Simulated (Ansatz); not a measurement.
Compare A (`CCOC#N`) with its isomer B (`C1=NCOC1`).

Computed with Ansatz on PBE0-D4/def2-TZVP structures; ΔE is electronic, products minus reactants. CCSD(T)/CBS adds triple-zeta CCSD(T) − MP2 to the extrapolated MP2 energy (def2 sets, frozen cores). Functionals use def2-TZVPP. B3LYP here is the variant with VWN-RPA as its local correlation; programs differ in this. One conformer a species, not always the lowest.

A:

```xyz
10

C     0.899   -0.435   -0.525
C    -0.308   -0.656    0.344
O    -0.606    0.518    1.157
C    -0.960    1.557    0.500
N    -1.285    2.510   -0.067
H     1.097   -1.341   -1.102
H     1.780   -0.210    0.078
H     0.733    0.384   -1.228
H    -1.201   -0.889   -0.240
H    -0.150   -1.439    1.083
```

B:

Z-matrix (Å, degrees):
```
C
N 1 1.439
O 1 1.423 2 108.5
H 1 1.097 2 109.9 3 -120.3
H 1 1.097 2 109.8 3 120.3
C 2 1.263 1 107.2 3 -0.2
C 3 1.407 1 107.9 2 0.3
H 6 1.087 2 122.1 1 -180.0
H 7 1.099 3 111.2 1 -120.3
H 7 1.099 3 111.2 1 119.7
```

Problem. Which is lower in electronic energy at CCSD(T)/CBS, and by how much? (An estimate is asked.)

Solution. The calculation gave: B, by 3.0 kcal/mol.

Problem. Give E(B) − E(A) in kcal/mol with MP2/def2-TZVPP, CCSD(T)/def2-SVP, B3LYP, ωB97M-V, PBE-D4, HF/def2-TZVPP, CCSD(T)/def2-TZVPP. (Best estimate.)

Solution. Ansatz gave: MP2/def2-TZVPP -0.1, CCSD(T)/def2-SVP -0.2, B3LYP -0.8, ωB97M-V -3.6, PBE-D4 -4.5, HF/def2-TZVPP 0.2, CCSD(T)/def2-TZVPP -2.0. The order is the other way round with HF/def2-TZVPP.

Problem. Does the order hold for the free energy at 298.15 K (harmonic terms from PBE0-D4)? (Best estimate.)

Solution. Ansatz gave: Yes: G(B) − G(A) = -0.7 kcal/mol, for one conformer each.

Largest T1 diagnostic: 0.013.

From BLYP to BHLYP (50 % exact exchange), in def2-TZVPP and without D4, E(B) − E(A) moves by −4.9 kcal/mol. The D4 term adds −0.8 kcal/mol with B3LYP and −0.3 kcal/mol with PBE0; it sums over pairs of atoms, weighted by their polarisabilities, and B3LYP, whose exchange is more repulsive, gets the larger term.
